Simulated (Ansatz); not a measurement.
Rhombohedral A7 Sb was calculated with r²SCAN+rVV10 (Ansatz, an electronic-structure program, PAW).

Run with plane-wave cutoff 500 eV, 12×12×12 k mesh, Fermi–Dirac smearing 0.05 eV, scalar-relativistic PAW data made under PBE.

Computed at the level's own relaxed cell.

Question: Predict the equilibrium volume per atom, equilibrium lattice constant a and c axis length.

Answer: 
- equilibrium volume per atom: 30.66 Å³/atom
- equilibrium lattice constant a: 4.328 Å
- c axis length: 11.340 Å

Measured, for comparison: lattice constant a 4.301 Å, lattice parameter c 11.232 Å (78 K, zero-point motion not removed; as tabulated in Schiferl, Barrett, J. Appl. Cryst. 2, 30 (1969), COD 9009654). Computed (rounded) less measured: lattice constant a +0.6 %, lattice parameter c +1.0 %.

Spin–orbit coupling is not included.

Static lattice: no zero-point or thermal effects.
